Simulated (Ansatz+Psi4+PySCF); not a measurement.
A calculation with Psi4 1.11.

```
molecule {
2 1
Mg 0.000000 0.000000 0.000000
O -1.810800 0.435000 0.543500
H -2.345400 1.201400 0.254900
H -2.377600 -0.066900 1.162600
}

basis {
assign H cc-pVTZ
assign Mg cc-pCVTZ
assign O cc-pVTZ
}
set reference rhf
set scf_type pk
energy('scf')
```

The input is written out from the run's settings.

Results

* Converged: yes
* Total energy: -275.01824 hartree
* Spin squared of the determinant: 0.000

Caution: no unrestricted run beside it, a lower state can exist; other spin multiplicities were not run.
